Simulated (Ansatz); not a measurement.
## Basis-set limit of AlNH, quartet

```xyz
3

Al    0.0000    0.0327    0.6365
N     0.0000   -0.1067   -1.0953
H     0.0000    0.6075   -1.8184
```

Connectivity, by distances: Al–NH.

Ansatz 0.2.0, UHF determinant, valence electrons correlated. Energies in eV.

| set | X | functions | Hartree–Fock | MP2 correlation | CCSD(T) correlation | time |
| --- | --- | --- | --- | --- | --- | --- |
| def2-TZVPP | 3 | 87 | -8077.9976 | -5.4050 | -6.1524 | 52 s on 1 × NVIDIA H100 80GB HBM3 with 1 thread of AMD EPYC 7R13 Processor (Zen 3), on a shared host |
| def2-QZVPP | 4 | 157 | -8078.2826 | -5.8451 | -6.5558 | 20 s on 1 × NVIDIA H100 80GB HBM3 with 1 thread of AMD EPYC 7R13 Processor (Zen 3), on a shared host |

Hartree–Fock is taken to follow E(X) = E∞ + A·exp(−7.88·√X), correlation E(X) = E∞ + B·X^−2.97.

Cautions: another spin lies lower.

Problem. Work out the CCSD(T) energy at the limit, and how far the shortcut misses it that extrapolates MP2 and adds CCSD(T) minus MP2 from the smaller set.

Solution. Hartree–Fock: E∞ = E4 + 0.1377·(E4 − E3) = -8078.3218. Correlation: E∞ = E4 + 0.7407·(E4 − E3) = -6.8546 for CCSD(T) and -6.1710 for MP2. The limit is -8085.1764 eV, 0.338 eV below def2-QZVPP. The shortcut gives a correlation energy of -6.1710 + (-0.7473) = -6.9183, 64 meV lower than the direct value.

Past Ne part of the Hartree–Fock step between the two sets comes from the cores, which don't follow the formula, so the 39 meV that it adds to the total can overshoot; that part largely cancels in differences.
